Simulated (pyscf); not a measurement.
Elementary routes open to `[SiH2][Si]([SiH3])([SiH3])[Cl]` [doublet] + `[H][H]` in the gas phase (doublet surface):
A. `[SiH3][Si]([SiH3])[SiH3]` [doublet] + `[ClH]` (Cl–Si, H–H broken; H–Si, Cl–H formed)
B. `[SiH3][Si]([SiH3])([SiH3])[Cl]` + `[H]` [doublet] (H–H broken; H–Si formed)

PySCF, gas phase, ωB97X-D3(BJ)/def2-SVP geometries.

Question: Rank the routes by free-energy barrier at 900 K, lowest first, for ωB97M-D3(BJ)/def2-TZVP energies (ideal gas, 1 atm, RRHO with modes under 100 cm⁻¹ raised to 100, one conformer, R ln 2 for chiral ones without a mode under 150 cm⁻¹).

Answer: B (1.77 eV), A (3.00 eV)

Route B is the fastest of these, ahead of the next by 1.23 eV. The most stable products are those of A (ΔG = +0.47 eV), whose barrier is 1.23 eV higher: the kinetic and the thermodynamic product differ. At 298 K B is still the fastest. Only these routes are compared; each barrier is that of the saddle found, and lower ones may exist.
